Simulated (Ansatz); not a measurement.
# C2H6OS: the cost of one run

Computed with the Python package of Ansatz 0.2.0. Level of theory: PBE/6-31G*.

**1. The structure**

Bond lengths: C1–C2 1.453 Å, C2–O3 1.394 Å, C2–S4 1.859 Å, C1–H5 1.142 Å, C1–H6 1.120 Å, C1–H7 1.130 Å, C2–H8 1.057 Å, O3–H9 0.991 Å, S4–H10 1.304 Å. Angles: C1–C2–O3 108.2°, C1–C2–S4 111.0°, C1–C2–H8 112.2°, O3–C2–S4 108.7°, O3–C2–H8 108.2°, S4–C2–H8 108.4°, C2–C1–H5 114.0°, C2–C1–H6 113.9°, C2–C1–H7 114.0°, H5–C1–H6 104.7°, H5–C1–H7 106.2°, H6–C1–H7 103.0°, C2–O3–H9 111.5°, C2–S4–H10 94.0°.

No structure file is read: the coordinates are typed or built in the script.

**2. The script**

Contents of torsion_c2h6os.py:

```python
'''Rigid torsion scan of C2H6OS.'''

import logging
import sys
import warnings

import ansatz
from ase import Atoms

logging.basicConfig(stream=sys.stdout, format='%(levelname)s %(message)s')
logger = logging.getLogger('ansatz_job')
logger.setLevel(logging.INFO)

BASIS_SET = '6-31G*'
XC = 'pbe'
FORCE_TOL = 0.02


def main() -> None:
    warnings.simplefilter('ignore', ansatz.DeckWarning)

    atoms = Atoms(['C', 'C', 'O', 'S', 'H', 'H', 'H', 'H', 'H', 'H'], positions=[
        [-0.8198, 0.4959, -0.1586],
        [0.1463, -0.579, -0.0061],
        [0.8498, -0.3673, 1.1781],
        [1.3526, -0.5977, -1.4206],
        [-1.4622, 0.4123, -1.0985],
        [-1.5551, 0.5678, 0.6825],
        [-0.3594, 1.5274, -0.1829],
        [-0.3173, -1.5276, 0.0501],
        [0.2605, -0.4484, 1.9709],
        [1.9878, 0.4654, -1.0119],
    ])

    # relax first, so that the scan starts from a minimum
    first = (
        ansatz.Crystal.molecule_from_ase(atoms).calculation()
        .basis(gaussian=BASIS_SET)
        .functional(XC)
        .relax(force_tolerance=FORCE_TOL, max_steps=80)
    )
    atoms.positions = first.run(threads=1, pin='off').report['positions_ang']

    start = atoms.get_dihedral(2, 1, 0, 4)
    energies = {}
    for turn in range(0, 121, 20):
        turned = atoms.copy()
        turned.set_dihedral(2, 1, 0, 4, start + turn, indices=[0, 4, 5, 6])
        job = (
            ansatz.Crystal.molecule_from_ase(turned).calculation()
            .basis(gaussian=BASIS_SET)
            .functional(XC)
        )
        energies[round((start + turn) % 360)] = job.run(threads=1, pin='off').report['free_energy_ev']
    floor = min(energies.values())
    logger.info('dihedral O2-C1-C0-H4 (deg)   E - E(min) (eV)')
    for angle, e in sorted(energies.items()):
        logger.info(f'{angle:8d} {(e - floor):14.3f}  ' + '#' * int(30 * (e - floor) / max(max(energies.values()) - floor, 1e-9)))


if __name__ == '__main__':
    main()
```

**3. Running it**

On the command line:

```bash
$ python torsion_c2h6os.py
```

**Question.** How long does this script take on 1 thread of Arm Neoverse V1, shared host, and how much memory does it need?

About 36 s, with a peak of 0.2 GiB.
